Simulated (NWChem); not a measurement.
# Correlation energy of allene (C3H4)

SMILES: C=C=C
```xyz
7

C      0.0000     0.0000     1.3078
C      0.0000     0.0000     0.0000
C      0.0000     0.0000    -1.3078
H      0.0000    -0.9368     1.8749
H      0.0000     0.9368     1.8749
H      0.9368     0.0000    -1.8749
H     -0.9368     0.0000    -1.8749
```
Charge 0, spin multiplicity 1.

The numbers come from NWChem runs, not from measurements. All single points use one geometry, from PBE0/def2-SVP, a minimum by its harmonic frequencies.

Basis set: def2-SVP. Each correlation energy counts from its own Hartree-Fock reference.

The correlated methods keep 3 core orbitals frozen. No row is a measurement; the coupled-cluster row has its own basis-set and correlation limits.

Question: Order these methods by the correlation energy they give, lowest first: MP2, SCS-MP2, CR-CCSD[T], CCSD, CCSD+T(CCSD).

Answer: CCSD+T(CCSD) (-443.7 mHa), CR-CCSD[T] (-439.7 mHa), CCSD (-426.5 mHa), MP2 (-391.9 mHa), SCS-MP2 (-391.1 mHa)
